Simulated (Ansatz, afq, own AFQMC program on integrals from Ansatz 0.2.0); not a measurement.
Two steps: Ansatz 0.2.0 writes the Fock matrix and Cholesky factors of the valence space, and afq projects on them the lowest state that overlaps trial and start.

```yaml
crystal:
  periodic: [false, false, false]
  atoms:
    - {symbol: Al, position_ang: [-1.161960, 0.000000, 0.000000]}
    - {symbol: H, position_ang: [-1.954884, 1.373384, 0.000000]}
    - {symbol: H, position_ang: [-1.954884, -1.373384, 0.000000]}
    - {symbol: H, position_ang: [0.743040, 0.000000, 0.000000]}
    - {symbol: O, position_ang: [2.159040, 0.000000, 0.000000]}
basis:
  gaussian: {orbitals: cc-pVTZ}
magnetization: {spin_polarized: true, initial_magnetization: 2}
correlation: {method: ccsd_t, electrons: outside_noble_gas, hamiltonian_folder: ham}
```

```sh
$ ansatz run in.yaml --threads 1 --pin off --events-out ev --progress --plain --max-ram 24576MiB --backend cuda --devices 0, --max-vram 18GiB
```

Options of the walk:

```
--method phaseless --trial cisd --walkers 1000 --populations 20 --least-time 60 --time-step 0.005 --steps-per-block 50 --equilibration-blocks 28 --max-blocks 4000 --target-error 0.00021 --factor-cut 1e-05 --start spin_pure --seed 3252 --release-times 0.24,0.51,0.99,1.62,2.4 --release-step 0.03 --release-every 3 --taylor-order 6
```

Times are imaginary, in 1/Eh. The walk had a cap of 242 s. With eight or more populations the least sampling time is a fifth of least-time, and the error comes from their spread.

afq prints:

```
orbitals 100  electrons 7 5  factors 621 of 630
reference energy -318.41710203 Eh
CCSD correlation -0.30266427 Eh in 13 cycles, weight of the determinant in the CISD state 0.8679
energy of the start -318.716566 Eh
 block  time / (1/Eh)  mean weight  energy / Eh
     1     0.250  1.0001  -318.716210
     2     0.500  1.0000  -318.719420
     3     0.750  0.9996  -318.721659
     4     1.000  0.9996  -318.724437
     5     1.250  0.9996  -318.726163
     9     2.250  1.0002  -318.727992
    15     3.750  1.0002  -318.728598
    23     5.750  1.0004  -318.727657
    25     6.250  0.9995  -318.725449
    31     7.750  1.0006  -318.727468
    39     9.750  1.0007  -318.727118
    47    11.750  1.0007  -318.728423
    55    13.750  1.0001  -318.728894
    63    15.750  1.0008  -318.727546
    71    17.750  1.0005  -318.727746
    79    19.750  0.9998  -318.730021
    85    21.250  0.9998  -318.730422
    87    21.750  1.0005  -318.727169
error from the spread of 20 populations
released: time / (1/Eh)  energy / Eh  error  mean overlap
  0.24  -318.728714  0.000164  0.9986
  0.51  -318.729074  0.000188  0.9925
  0.99  -318.729125  0.000204  0.9879
  1.62  -318.729480  0.000304  0.9681
  2.40  -318.729344  0.000425  0.9411
energy -318.728248 +/- 0.000157 Eh
(rows thinned)
```

The run passed its tests (sampling time, drift between the halves within three errors, error under three times the target), which doesn't prove that it has relaxed.

Against this walk (error 4.3 meV) on the same determinant: CCSD(T) 21.9 meV higher. The error is statistical and leaves out the bias of the constraint. None of these is a sure reference here. The released energies are still falling (meV from the phaseless value at times in 1/Eh: -13 ± 4 at 0.24, -22 ± 5 at 0.51, -24 ± 6 at 0.99, -34 ± 8 at 1.62, -30 ± 12 at 2.40), so they give no level; they do show a bias of the constraint, and the last of them that isn't too noisy lies 55 meV below CCSD(T).

Cautions: constraint bias not in the error; lower spins were not checked; unrestricted determinant slightly spin contaminated (⟨S²⟩ 2.07 against 2.00).

The walk took 64 s on 1 × NVIDIA H100 80GB HBM3 with 2 threads of AMD EPYC 7R13 Processor (Zen 3) (shared host) (the card was shared). The log's last line is the phaseless energy.

A walk keeps the symmetry of its determinant, which the program's search chose and which needn't be the lowest solution, so a lower state of the same spin and another symmetry isn't excluded.
